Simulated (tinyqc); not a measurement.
A ladder of methods, and size consistency: correlation methods against full CI in the sto-6g basis, for BH3, spin multiplicity 1. Computed by the program tinyqc with PySCF. All electrons correlated; +Q is the Davidson correction (1 - c0^2) E_corr. The last columns treat two copies 100 angstrom apart as one system. FCI is the lowest singlet.

Geometry (angstrom):
```
atom        x        y       z
B      0.0000   0.0000  0.0090
H      1.2620   0.0000  0.0000
H     -0.6310   1.0930  0.0000
H     -0.6310  -1.0930  0.0000
```

RHF energy of one = -26.311164 hartree

Correlation energies (hartree):
```
method   E_corr of one  share of FCI (%)  E_corr of two at 100 angstrom  two minus twice one (mhartree)
MP2           -0.04122            67.482                       -0.08245                           0.000
CISD          -0.05920            96.909                       -0.11432                           4.080
CISD+Q        -0.06139           100.491                       -0.12194                           0.839
CCSD          -0.06060            99.206                       -0.12121                           0.000
CCSD(T)       -0.06090            99.697                       -0.12181                           0.000
FCI           -0.06109           100.000                              -                               -
```

What does the comparison show, and why?

MP2 recovers 67 %, CISD 96.9 % and CCSD 99.2 % of the FCI value (c0^2 = 0.963 in CISD). MP2 and coupled cluster are size consistent, so their last column vanishes; CISD loses 4.08 mhartree, since a double excitation on each copy is a quadruple of the pair, and the Davidson correction leaves +0.84.
